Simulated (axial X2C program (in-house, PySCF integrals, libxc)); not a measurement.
# MgC⁺: cheaper levels and CCSD(T), two-component

All values were computed with an in-house all-electron X2C program for linear molecules (integrals from PySCF). Two-component (2c) means X2C with spin–orbit coupling and atomic mean-field two-electron Coulomb and Gaunt terms. Basis: Mg dyall-cv3z [9s8p6d3f], C dyall-v3z [7s6p2d1f] (cores contracted in-house); Gaussian nuclei, density fitting, unrestricted open shells. Masses: Mg 23.985 u, C 12.000 u.

State: Ω = 3/2 (⟨Sz⟩ = 1.50, ⟨Lz⟩ = 0.00 at HF); fragments Mg+ + C.

| level | Re (Å) | ωe (cm⁻¹) | De (eV) |
| --- | --- | --- | --- |
| PBE0 | 1.978 | 649.2 | 1.50 |
| HF | 1.960 | 700.1 | 0.732 |
| CCSD | 1.977 | 667.8 | 1.27 |
| PBEsol | 1.988 | 633.3 | 1.79 |

Correlated methods: 5 electrons correlated (number of frozen shells: Mg 2 s, 1 p; C 1 s), 220 virtual spin orbitals or spinors in MP2, 61 natural virtuals in coupled cluster.

CCSD(T), same Hamiltonian and basis:

Re = 1.981 Å, ωe = 662.4 cm⁻¹, De = 1.32 eV; T1 = 0.023 (Lee–Taylor normalisation).

(1) Give the differences from CCSD(T) in the columns below.

The state is one determinant whose occupation by symmetry is held fixed; it was picked as the lowest of a PBE0 search that is not exhaustive. De is counted from the lowest determinant-based energies of the atoms at the same level, without counterpoise correction. Density functionals use the spin component along the axis (collinear). Coupled cluster ran in a truncated set of natural virtual spinors; the MP2 energy of the rest was added. (T) has no such correction and the atoms are truncated less, which lowers De at CCSD(T) by a hundredth of an eV or more. The 2c atoms are single determinants rather than J levels; their spin–orbit lowering is only partly caught, and De is too large by that part. This holds for PBE0, CCSD, PBEsol, CCSD(T). PBE0 can misorder states that lie within some tenths of an eV, so this need not be the ground state of the molecule. The nearest other 2c determinant of the search, Ω = 1/2, lies 0.75 eV up at the distance of the search. Without a current term, density functionals place determinants with orbital angular momentum somewhat too high. With several unpaired electrons one determinant need not be a pure state. Some points did not converge and are left out. This is the top spin component of a Σ state; components of lower Ω are not single determinants and can lie lower. The stretched end of a curve changes character and is left out.

## Answers

(1) 

```tsv
level	ΔRe (Å)	Δωe (cm⁻¹)	ΔDe (eV)
PBE0	-0.003	-13	0.18
HF	-0.021	38	-0.59
CCSD	-0.004	5	-0.05
PBEsol	0.007	-29	0.47
```
